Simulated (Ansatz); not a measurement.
The input, for Ansatz 0.2.0:

```yaml
crystal:
  periodic: [false, false, false]
  atoms:
    - {symbol: Ge, position_ang: [0.000000, -0.057184, 1.266796]}
    - {symbol: As, position_ang: [0.000000, 0.057296, -1.236405]}
    - {symbol: H, position_ang: [0.000000, 1.323124, 1.991542]}
    - {symbol: H, position_ang: [0.000000, -1.460876, -1.383020]}
basis:
  gaussian: {orbitals: cc-pVDZ}
total_charge: 1
magnetization: {spin_polarized: false, initial_magnetization: 4}
correlation: {method: fic_mrcisd_q, electrons: outside_noble_gas, active_space: {window: {electrons: 10, orbitals: 10}, shells: [{species: As, l: s, shell: 4}, {species: As, l: p, shell: 4}, {species: Ge, l: s, shell: 4}, {species: Ge, l: p, shell: 4}, {species: H, l: s, shell: 1}]}}
```

```sh
$ ansatz run in.yaml --threads 2 --pin off --events-out ev --progress --plain --max-ram 24576MiB --backend cuda --devices 0, --max-vram 18GiB
```

Log:

```
1283 factors; integrals over basis functions are off by at most 1.8e-7 eV
mean field evaluation 1: about -117287.6651 eV, gradient 8.0e0 eV
mean field evaluation 2: about -117287.6909 eV, gradient 8.1e0 eV
mean field evaluation 4: about -117288.4184 eV, gradient 1.1e0 eV
mean field evaluation 8: about -117288.4968 eV, gradient 1.8e-1 eV
mean field evaluation 16: about -117288.4990 eV, gradient 1.1e-6 eV
mean field -117288.49899758 eV, -4310.2728371611 hartree, gradient 1.1e-6 eV, S^2 6.000000; 0 other end points of the search recorded, 0 dependent functions left out
reference -117288.49899758 eV, -4310.2728371611 hartree; 35, 31 occupied and 29, 33 virtual orbitals, 1283 factors
state -117289.95655662 eV, -4310.3264014677 hartree
contracted CI cycle   1: correlation 0.00000000 eV, 0.0000000000 hartree, residual 1.20e1 eV
contracted CI cycle   2: correlation -2.82659176 eV, -0.1038753313 hartree, residual 2.31e0 eV
contracted CI cycle   3: correlation -2.92505748 eV, -0.1074938796 hartree, residual 4.31e-1 eV
contracted CI cycle   4: correlation -2.92845234 eV, -0.1076186385 hartree, residual 9.97e-2 eV
contracted CI cycle   5: correlation -2.92862405 eV, -0.1076249489 hartree, residual 2.26e-2 eV
contracted CI cycle   6: correlation -2.92863307 eV, -0.1076252802 hartree, residual 5.18e-3 eV
contracted CI cycle   7: correlation -2.92863354 eV, -0.1076252977 hartree, residual 1.22e-3 eV
contracted CI cycle   8: correlation -2.92863357 eV, -0.1076252987 hartree, residual 3.17e-4 eV
state -117289.95655662 eV, -4310.3264014677 hartree; corrected -117293.08342267 eV, -4310.4413116756 hartree
Total energy: -117293.08342267 eV, -4310.4413116756 hartree
Checks for a lower state left out: starts, orbital_swaps
```

Natural occupations: 1.9830 1.9694 1.9562 1.0067 1.0018 0.9986 0.9964 0.0367 0.0311 0.0202.

For the same geometry and basis RCCSDTQ lies 29.6 meV lower.

Ran on 2 threads of AMD EPYC 7R13 with a shared H100 80 GB, shared host: 8 s wall, 0.88 GiB peak host memory.
